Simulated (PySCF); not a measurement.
**Core binding energy against partial charge**

C₃H₄NO (charge -1).
Cartesian coordinates in Å at the PBE0-D3(BJ)/def2-SVP level; atoms count from 1:
```
atom  x, y, z in Å
N1     2.137   -0.455    1.302
C2     1.247    0.073    0.768
C3     0.101    0.608    0.072
C4    -0.916   -0.471   -0.596
O5    -1.902    0.115   -1.176
H6     0.425    1.263   -0.754
H7    -0.517    1.216    0.751
H8    -1.137   -1.172    0.290
H9    -0.202   -1.108   -1.235
```

Binding energies: delta-SCF UKS SCAN, pcX-2 on the ionised atom, pcseg-1 elsewhere, spin-free X2C (PySCF). Charges: PBE0/pcSseg-1 ground-state density, for the ionised atom.

```csv
atom,environment,C 1s (eV),Mulliken (e),IAO (e),Hirshfeld (e),ESP (e)
C3,sp3 carbon next to a nitrile,286.55,-0.289,-0.366,-0.099,-0.027
C4,sp3 carbon bound to oxygen,286.72,+0.157,+0.078,-0.050,+0.621
C2,nitrile carbon,287.12,+0.015,+0.140,+0.050,+0.215
```

Give the correlation coefficient and slope of binding energy on charge for each scheme.

Hirshfeld: r = 1.00, slope 3.9 eV per e; IAO: r = 0.81, slope 0.9 eV per e; Mulliken: r = 0.49, slope 0.6 eV per e; ESP: r = 0.16, slope 0.1 eV per e. Hirshfeld charges have the highest r, on only 3 points.

The point-charge model writes a binding energy as kq + V + constant, with V the potential of the other atoms' charges at the site. What does it give with the Hirshfeld charges?

V = Σ 14.40 eV Å × q/r over all other atoms: -4.84 eV at C3, -8.72 eV at C4, -7.55 eV at C2. Fitting binding energy − V to q gives k = 17.8 eV per e and leaves an rms residual of 1.37 eV, against 0.01 eV for the fit on q alone. The model has no term for differences in relaxation between sites.

The unrestricted hole states depart most from a pure doublet (⟨S²⟩ = 0.75; over 0.85 named) for C 1s of C2 (0.99), which makes this value less certain. The species carries charge -1, so core ionisation leaves a neutral species. The basis sets have no added diffuse functions. The structure is a single PBE0-D3(BJ)/def2-SVP conformer in the gas phase; no vibrational or solvent corrections.
